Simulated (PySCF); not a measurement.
**Basis set benchmark on one molecule**

Molecule: `C(=C)C#N`, C$_{3}$H$_{3}$N.

Structure with atom numbers: `[CH2:1]=[CH:2][C:3]#[N:4]`. Hydrogens are named by the atom that carries them. Ha(C1) is cis to C3; Hb(C1) is trans to C3.

Geometry PBE0-D3(BJ)/def2-SVP throughout; GIAO in PySCF 2.14.0 with density-fitted response routines, gas phase, one conformer, non-relativistic; equivalent atoms averaged; functional PBE0.

Reference values (measured; solution, not stated per compound (mostly CDCl3 or CCl4); Pretsch, Buehlmann, Badertscher, Structure Determination of Organic Compounds, 4th ed. (2009)): δ(H(C2)) = 5.69 ppm, δ(Hb(C1)) = 6.11 ppm, δ(Ha(C1)) = 6.24 ppm. Computed shifts are taken against TMS, calculated as an isolated molecule at each level.

Task: How do the basis sets STO-3G, 6-31G, pcSseg-0, 6-31G*, def2-SVP, cc-pVDZ, pcSseg-1, aug-cc-pVDZ, 6-311+G(2d,p), def2-TZVP, cc-pVTZ, IGLO-III, pcSseg-2 perform against the reference? Times are CPU seconds on shared hosts with different chips, so compare them loosely.

Result: 
```
    basis set  functions  H(C2)  Hb(C1)  Ha(C1)  mean abs. error H  core-s
       STO-3G         23   5.83    6.37    6.37               0.18     1.1
        6-31G         42   6.06    6.47    6.73               0.41     2.2
     pcSseg-0         42   5.88    6.47    6.75               0.35     1.5
       6-31G*         62   5.54    6.03    6.23               0.08     2.9
     def2-SVP         71   5.42    5.95    6.18               0.16       3
      cc-pVDZ         71   5.51    6.05    6.27               0.09     2.5
     pcSseg-1         83   5.63    6.25    6.43               0.13     2.9
  aug-cc-pVDZ        119   5.91    6.33    6.49               0.23       4
6-311+G(2d,p)        126   5.80    6.19    6.41               0.12     5.5
    def2-TZVP        142   5.79    6.19    6.40               0.11     6.6
      cc-pVTZ        162   5.76    6.19    6.39               0.10     6.5
     IGLO-III        170   5.80    6.20    6.41               0.12     6.5
     pcSseg-2        186   5.80    6.23    6.43               0.14     7.4
```

For ¹H the closest is 6-31G* (0.08 ppm, with cc-pVDZ, cc-pVTZ practically level) and the furthest 6-31G (0.41 ppm). Where a smaller basis beats a larger one, errors probably cancel; the largest sets show where the functional converges. One molecule is a small sample, and vibrational and solvent effects are absent from the calculation.

A small basis that lands close on one nucleus may do so by chance; judge by the trend and by all nuclei.
